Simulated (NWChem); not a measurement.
System: SiCl4; SMILES Cl[Si](Cl)(Cl)Cl

All runs: NWChem. The geometry was optimised at PBE-D3(BJ)/def2-SVP. Total energies compare along this basis series because the functional is fixed.

```
level            basis functions  energy (Ha)  highest occupied level (eV)  orbital gap (eV)  relative time
---------------  ---------------  -----------  ---------------------------  ----------------  -------------
PBE/3-21G                     65   -2119.1119                        -8.62              5.70              1
PBE/pcseg-1                   90   -2129.5244                        -8.35              6.08              3
PBE/aug-pcseg-1              135   -2129.5365                        -8.22              5.99              9
PBE/pcseg-2                  170   -2129.7151                        -8.25              6.10             10
PBE/def2-TZVPP               210   -2129.6740                        -8.12              6.11             10
```

Times are rough ratios from one shared machine.
